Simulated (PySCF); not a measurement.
## Computed NMR parameters against published values

Bonds (- single, = double, # triple, : aromatic): C1-C2 1.518 Å, C2-C3 1.518 Å, C2-C4 1.518 Å, C2-F5 1.397 Å. C1 carries H6, H7, H8; C3 carries H9, H10, H11; C4 carries H12, H13, H14.

The experiment to reproduce: δ ¹⁹F F5 -130.8 ppm (measured; G. Saielli, R. Bini, A. Bagno, Computational 19F NMR. 2. Organic compounds, RSC Adv. 2014, ESI (exp. from Berger-Braun-Kalinowski 1994 and Everett 1995)).
δ ¹³C C2 93.5; C1/C3/C4 28.3; δ ¹H H6/H7/H8/H9/H10/H11/H12/H13/H14 1.34 ppm (measured; solution, not stated per compound (mostly CDCl3 or CCl4); Pretsch, Buehlmann, Badertscher, Structure Determination of Organic Compounds, 4th ed. (2009)).

PySCF calculation with structure optimised with PBE0-D3(BJ)/def2-SVP and σ from GIAO-B97-2/pcSseg-2; gas phase, single conformer, non-relativistic Hamiltonian, fast rotation and ring inversion assumed for equivalent nuclei.

Problem. What does the calculation give, and how does it compare?

Solution. 
Reference values: measured (G. Saielli, R. Bini, A. Bagno, Computational 19F NMR. 2. Organic compounds, RSC Adv. 2014, ESI (exp. from Berger-Braun-Kalinowski 1994 and Everett 1995)).
| atoms | quantity | reference | computed |
| --- | --- | --- | --- |
| F5 | δ ¹⁹F vs CFCl3 | -130.8 | -161.1 |

Reference values: measured (solution, not stated per compound (mostly CDCl3 or CCl4); Pretsch, Buehlmann, Badertscher, Structure Determination of Organic Compounds, 4th ed. (2009)).
```json
{"atoms": "C2", "quantity": "δ ¹³C", "reference": "93.5", "computed": "94.1", "computed, scaled": "88.5"}
{"atoms": "C1/C3/C4", "quantity": "δ ¹³C", "reference": "28.3", "computed": "30.1", "computed, scaled": "26.4"}
{"atoms": "H6/H7/H8/H9/H10/H11/H12/H13/H14", "quantity": "δ ¹H", "reference": "1.34", "computed": "1.26", "computed, scaled": "–"}
```

Computed shifts are σ(ref) − σ with the named reference compound (TMS for H and C) calculated as an isolated molecule at the same level. The measured values may be among those fitted. Expected solution values come from regression of measured δ (H and C: mostly CDCl3, vs TMS) on computed σ: ¹³C: δ = 175.28 − 0.971σ (rms 2.1 ppm, 43 shifts). Occasional misses reach two or three times the rms, and more in compound classes unlike the fitted ones.

Problem. How far are the unscaled ¹³C shifts from the references?

Solution. Mean signed difference +1.20 ppm, mean absolute 1.20 ppm over 2 comparisons; the largest is +1.8 ppm at C1/C3/C4 (methyl carbon).
